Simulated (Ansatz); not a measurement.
**Antimony, A7 rhombohedral: convergence with Methfessel-Paxton smearing**

Computed with Ansatz, r²SCAN, scalar-relativistic PAW, on the relaxed cell (a = 4.341 Å, c = 11.613 Å (c/a = 2.675); spin not included). Errors count from a run at 500 eV on a Γ-centred 14×14×14 mesh with Fermi-Dirac smearing of 0.1 eV, extrapolated to zero width. Fixed here: cutoff 500 eV, mesh 9×9×9. The SCF starts from atomic densities corrected by a trained network.

```
width (eV)  E(σ→0) error (meV/atom)  F error (meV/atom)  P (GPa)  SCF iterations
      0.03                     -3.6                -3.6     0.04               6
       0.1                     -3.6                -3.6     0.03               6
       0.2                     -3.6                -3.5     0.03               6
       0.3                     -3.8                -3.0     0.04               6
       0.6                     -1.1                 4.4    -0.05               7
       1.0                      8.9                23.4    -0.22               7
```

Q: What does the run at 0.01 give (width)?

A: E(σ→0) error (meV/atom): -3.6; F error (meV/atom): -3.6; P (GPa): 0.04; SCF iterations: 6.
